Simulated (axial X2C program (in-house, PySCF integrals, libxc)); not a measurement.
Photoelectron levels of BH by EOM-IP-CCSD

Computed with an axial X2C code built on PySCF integrals: two-component X2C with atomic mean-field Coulomb and Gaunt terms, Gaussian nuclei, basis B dyall-v3z, H dyall-v3z with contracted cores.

R = 1.353 Å (1.090 times 1.241 Å, the PBE0 minimum at charge 0 for the lowest determinant).

Vertical ionisation energies of BH to the states of BH⁺:

```tsv
Ω of BH⁺	vertical IE (eV)	above lowest (cm⁻¹)	ionised spinor	one-hole weight
1/2	9.856	0	56% B pσ, 30% B sσ, 10% H sσ	0.95
1/2	16.475	53390	44% H sσ, 44% B sσ, 7% B pσ	0.87
```

This point took 0.4 s on 1 thread of Intel(R) Xeon(R) Processor @ 2.30GHz (shared host).

Reference electrons by ω block (each with its −ω partner): 1/2: 3. 4 electrons of BH correlated (inner shells frozen), 64 natural virtual spinors (a truncated set); levels can be off by some tenths of an eV. Roots sought by Ω: (1/2: 4, 3/2: 3, 5/2: 1); rows need 60 % one-particle weight and stop where some Ω has no more roots. Missing are any skipped roots, higher Ω and states of a further excitation; these come out far too high here and may in truth be low or lowest. T1 of the reference 0.014 (Lee–Taylor). Number of frozen shells: B 1 s; H none.
